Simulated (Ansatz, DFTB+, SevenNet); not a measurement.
# Rhombohedral A7 Bi, elastic constant C12

Reference value: 24.5 GPa (measured, 4 K, zero-point motion not removed; as tabulated in Arnaud et al. (2016), arXiv:1602.08959).

| level (code) | value (GPa) | cell (Å³/atom) | difference (%) |
|---|---|---|---|
| GFN1-xTB as cut by DFTB+ | 36.5 | 34.30 | +49 |
| SevenNet-l3i5 | 30.5 | 36.90 | +24 |
| LDA (Ansatz) | 34.0 | 33.50 | +39 |
| PBE (Ansatz) | 25.2 | 36.92 | +2.9 |
| r²SCAN (Ansatz) | 29.1 | 35.38 | +18.8 |

Closest of the ranked levels: PBE (+2.9 %). Farthest off among them: GFN1-xTB as cut by DFTB+ (+49 %). Of the ranked levels only PBE lands within 10 %.

The reference isn't brought to a static lattice, while the calculations are for one, so the differences are not the levels' errors alone.  Density-functional levels without +SOC have no spin–orbit coupling. GFN1-xTB as cut by DFTB+: the method was fitted mainly to molecules. GFN1-xTB as cut by DFTB+: codes differ in how they cut the long-range tail of xTB's charge interaction in a crystal, so the value belongs to this code. LDA: LDA has no dispersion term either, though it tends to give short spacings of layers, chains or molecules. PBE: the cell comes from a level without a dispersion term, which matters for the spacing of layers, chains or molecules. Values are at the level's own relaxed cell; r²SCAN at the measured cell. Cutoffs differ between the levels. Ansatz's density-functional and Hartree–Fock values are scalar-relativistic unless marked +SOC, with PAW data made under PBE.

Machine-learned potentials (SevenNet-l3i5) are trained on DFT data: a solid inside that data is no test of them.

Differences are worked out from the printed values.

Ansatz is a program for electronic structure.
